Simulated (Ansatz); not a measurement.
The same path of H2 + H6OSi2 (11 atoms, charge 0, multiplicity 1) was run twice with different band settings. Lost on the way: Si1–O2, H10–H11. Made: Si1–H10, O2–H11.

The calculation used RKS PBE-D4/6-31G* in Ansatz 0.2.0.

Relaxed end points:

```xyz
11
Properties=species:S:1:pos:R:3
Si -0.341 0.403 -0.021
O -0.280 -0.154 1.554
Si -1.372 -0.355 2.802
H -2.382 -1.416 2.469
H -0.604 -0.764 4.019
H -2.104 0.927 3.081
H 1.062 0.472 -0.535
H -0.963 1.771 -0.078
H -1.147 -0.521 -0.889
H 1.916 -2.711 1.473
H 1.454 -2.121 1.538
```

```xyz
11
Properties=species:S:1:pos:R:3
Si 0.312 -0.058 -0.558
O 0.088 -0.277 2.539
Si -1.436 -0.649 3.156
H -2.107 -1.774 2.413
H -1.374 -1.039 4.609
H -2.236 0.604 3.008
H 0.466 -0.011 -2.052
H 0.752 1.251 0.014
H -1.128 -0.325 -0.245
H 1.169 -1.177 -0.044
H 0.730 -1.013 2.573
```

Common settings: spring 5.0 eV/Å²; optimiser quadratic models (default); start path through a guess of the saddle point; force threshold 0.03 eV/Å; iteration limit 60; end points relaxed.

| run | movable images | climbing image |
| --- | --- | --- |
| 1 | 9 | yes |
| 2 | 6 | no |

What does each run give, and how far can it be trusted?

Run 1: converged after 32 iterations, highest image 2.122 eV above the first end. Neighbouring images differ by up to 1.3 eV, so the band resolves the path poorly. A vibrational analysis at the climbing image gives one clearly imaginary mode, 1175i cm⁻¹: a first-order saddle point.
Run 2: converged after 17 iterations, highest image 1.559 eV above the first end. Neighbouring images differ by up to 1.3 eV, so the band resolves the path poorly. No image climbed, so the highest image needn't sit at the top of the path.
The orbitals stay closed-shell, which can raise the energy where a bond breaks towards radicals; this wasn't checked here.
